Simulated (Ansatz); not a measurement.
Abridged output of a molecular run in Ansatz:

```
Functional definition: HF
1021 factors; integrals over basis functions are off by at most 1.5e-3 eV
mean field evaluation 1: about -6244.7532 eV, gradient 3.7e1 eV
mean field evaluation 2: about -6244.8664 eV, gradient 3.7e1 eV
mean field evaluation 4: about -6248.2894 eV, gradient 5.0e0 eV
mean field evaluation 8: about -6248.3832 eV, gradient 5.1e-1 eV
mean field -6248.38544731 eV, -229.6239298808 hartree, gradient 1.9e-6 eV, S^2 0.000000; 0 other end points of the search recorded, 0 dependent functions left out
5 core orbitals not correlated: weight in the atoms' cores, before any rotation towards them, 1.000 or more for the frozen orbitals, at most 0.000 for the correlated occupied ones
reference -6248.38544731 eV, -229.6239298808 hartree; 14, 14 occupied and 81, 81 virtual orbitals, 1021 factors
second order -19.60189698 eV of doubles, -0.00000000 eV of singles
cycle   1  -20.08507211 eV  change   -4.8e-1 eV  update   1.1e-1
cycle   2  -20.60774464 eV  change   -5.2e-1 eV  update   3.3e-2
cycle   3  -20.76052105 eV  change   -1.5e-1 eV  update   1.8e-2
cycle   4  -20.75621205 eV  change    4.3e-3 eV  update   4.2e-3
cycle   5  -20.75664693 eV  change   -4.3e-4 eV  update   1.6e-3
cycle   6  -20.75696287 eV  change   -3.2e-4 eV  update   5.0e-4
cycle   7  -20.75661327 eV  change    3.5e-4 eV  update   1.9e-4
cycle   8  -20.75658798 eV  change    2.5e-5 eV  update   6.2e-5
cycle   9  -20.75661191 eV  change   -2.4e-5 eV  update   2.0e-5
perturbative correction -0.69670391 eV, -0.0256033966 hartree
Total energy: -6269.83876313 eV, -230.4123246958 hartree
```

Its atoms:

```xyz
11

O    -0.863    0.106    2.177
C    -0.424    0.052    1.070
C    -0.612   -0.917   -0.093
C     0.364   -0.044   -0.919
C     0.540    0.926    0.274
H    -1.641   -0.966   -0.456
H    -0.280   -1.933    0.130
H     1.278   -0.557   -1.217
H    -0.082    0.411   -1.802
H     1.541    0.977    0.711
H     0.180    1.946    0.125
```

Problem. Which basis set was used?
A. cc-pV(Q+d)Z
B. def2-QZVPP
C. def2-TZVPPD
D. def2-SVP

Solution. D. It gives 100 functions.

Problem. Write the keys of the input that set method, charge and spin (a neutral closed shell needs none for the last two).

Solution. 
```yaml
correlation: {method: ccsd_t}
```
